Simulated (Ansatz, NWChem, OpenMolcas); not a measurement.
**Loss of H2: CH4O2 → CH2O2 + H2**

Species: CH4O2 (methanediol) `OCO`, singlet; CH2O2 (formic acid) `O=CO`, singlet; H2, singlet. 

Shapes, held fixed at every level: PBE0-D4/def2-TZVP. Flexible molecules stand in one conformer, not always the lowest. Programs: Ansatz 0.2.0, NWChem 7.3.0, OpenMolcas 26.06. A level may come from different programs for different species; with the same settings they agree closely. The zero-point and thermal change to 298 K, harmonic and unscaled (PBE0-D4/def2-TZVP), is -28.5 kJ/mol.

```csv
level,kind,ΔH(298 K) (kJ/mol)
HF/STO-3G,Hartree–Fock,+114.7
HF/3-21G,Hartree–Fock,+33.7
HF/def2-SVP,Hartree–Fock,+12.8
B3LYP/6-31G* (Cartesian functions),global hybrid,-14.0
PBE0/def2-SVP,global hybrid,+14.3
```

PBE0/def2-SVP gives ΔH(298 K) = +14.3 kJ/mol; the levels span -14.0 to +114.7. They disagree on the sign: 4 of 5 are positive. The median of the levels is +14.3. No measured value is set beside it here. Rows in sets without polarisation functions are far from converged.
